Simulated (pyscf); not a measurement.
5 gas-phase steps of one pattern: hydrogen abstraction on the doublet surface, H–H broken and H–N or H–P formed. Structures and frequencies: ωB97X-D3(BJ)/def2-SVP in PySCF. Electronic energies in kJ/mol, from the separated reactants; ΔE‡ and ΔE at ωB97M-D3(BJ)/def2-TZVP. Rows were drawn at random from the steps of this pattern with a verified saddle, stable references and no exit in the data more than 5 kcal/mol lower.

```json
[
 {"row": "1", "step": "•HN–Al(NH₂)–NH₂ + H₂ → H₂N–Al(NH₂)–NH₂ + H•", "ΔE": "-48.0", "ΔE‡": "24.3"},
 {"row": "2", "step": "H₃C–Ga(CH₃)–NH• + H₂ → H₃C–Ga(CH₃)–NH₂ + H•", "ΔE": "-45.2", "ΔE‡": "26.8"},
 {"row": "3", "step": "H₂N–Al(NH₂)–N•–Al(NH₂)–NH₂ + H₂ -> H₂N–Al(NH₂)–NH–Al(NH₂)–NH₂ + H•", "ΔE": "-42.0", "ΔE‡": "31.2"},
 {"row": "4", "step": "H₂B–PH• + H₂ → H₂B–PH₂ + H•", "ΔE": "+79.4", "ΔE‡": "93.6"},
 {"row": "5", "step": "•HP–GeH₃ + H₂ → H₂P–GeH₃ + H•", "ΔE": "+88.4", "ΔE‡": "?"}
]
```

From a straight line through the complete rows, estimate the missing barrier and say how far the line can be trusted.

Over the 4 complete rows the means are -13.9 (ΔE) and 44.0 (ΔE‡); least squares gives b = 0.53 and a = 51.4 kJ/mol, with residuals of 1.4 kJ/mol (root mean square; largest 2.1, row 3). For row 5: 51.4 + 0.53 × (+88.4) = 98.3 kJ/mol, an extrapolation. The computed barrier is 100.1 kJ/mol, 1.8 over the line. The line follows the complete rows closely. Each barrier is that of the saddle found. Elements up to Kr have no core potential and no relativistic terms here.
